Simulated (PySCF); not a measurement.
# Where does 1-methylazetidine take a proton?

System: 1-methylazetidine, `CN1CCC1` (C4H9N). Numbering: `[CH3:1][N:2]1[CH2:3][CH2:4][CH2:5]1` These are map numbers, not IUPAC locants.

These are calculated values, ωB97X-D3(BJ)/def2-TZVP in PySCF (grid level 2) at geometries from PBE0-D3(BJ)/def2-SVP. ωB97X-D3(BJ) is ωB97X-V with D3(BJ) in place of VV10. Thermal corrections: PBE0-D3(BJ)/def2-SVP frequencies, unscaled, ideal gas at 298.15 K and 1 bar, quasi-RRHO entropy.

| site | product | PA / kJ/mol | GB / kJ/mol |
| --- | --- | --- | --- |
| N2 (amine nitrogen) | `C[NH+]1CCC1` | 969 | 937 |

PA is −ΔH and GB is −ΔG of B + H⁺ → BH⁺ in the gas phase. Sites whose products fell apart, merged with another or lost in a GFN2-xTB screen aren't listed.

Proton affinity (−ΔH), Gas-phase basicity (−ΔG): the gap is larger than usual, and may come from another state, site, conformer or species, from the functional or basis, or from an outlying measurement.

Measured values (NIST Chemistry WebBook, evaluated or the median of agreeing entries): proton affinity (−ΔH) 882 kJ/mol (computed 969, difference 86); gas-phase basicity (−ΔG) 852 kJ/mol (computed 937, difference 86).

Hardware: 1 thread of Intel Xeon Platinum 8375C @ 2.90GHz, shared with other jobs. Command: `OMP_NUM_THREADS=1 python redox_run.py task.json out`. Structures, frequencies and single points: 8.2 min.

Differences come from unrounded values, so a last digit can differ from that of the printed terms.
